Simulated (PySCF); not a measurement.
**Working out the ionisation energy of F**

F [He] 2s2 2p5 (2P) → F⁺ [He] 2s2 2p4 (3P). All numbers are calculated (PySCF 2.14, the non-relativistic Hamiltonian (point nucleus), in aug-cc-pVTZ with one added diffuse shell each of s, p, d, f type (6s5p4d3f, 62 functions)). Frozen: 1s2. Energies in hartree (1 hartree = 27.21139 eV):

```tsv
part	F (lower)	F⁺ (upper)
UHF	-99.406911	-98.831016
MP2 opposite-spin	-0.155775	-0.109929
MP2 same-spin	-0.049705	-0.035256
```

**Question.** What does Hartree-Fock give?

**Answer.** (-98.831016) − (-99.406911) = 0.575895 hartree = 15.671 eV.

**Question.** What do MP2 and SCS-MP2 (6/5 opposite-spin, 1/3 same-spin) give?

**Answer.** The opposite-spin parts differ by 1.248 eV and the same-spin parts by 0.393 eV. MP2: 15.671 + (1.248) + (0.393) = 17.312 eV. SCS-MP2: 15.671 + 1.2 × (1.248) + (0.393)/3 = 17.300 eV.

Measured between the centres of the two terms (NIST): 17.427 eV, so MP2 (valence) is off by -0.115 eV.

What remains against the reference includes basis incompleteness, the frozen core and correlation beyond second order.
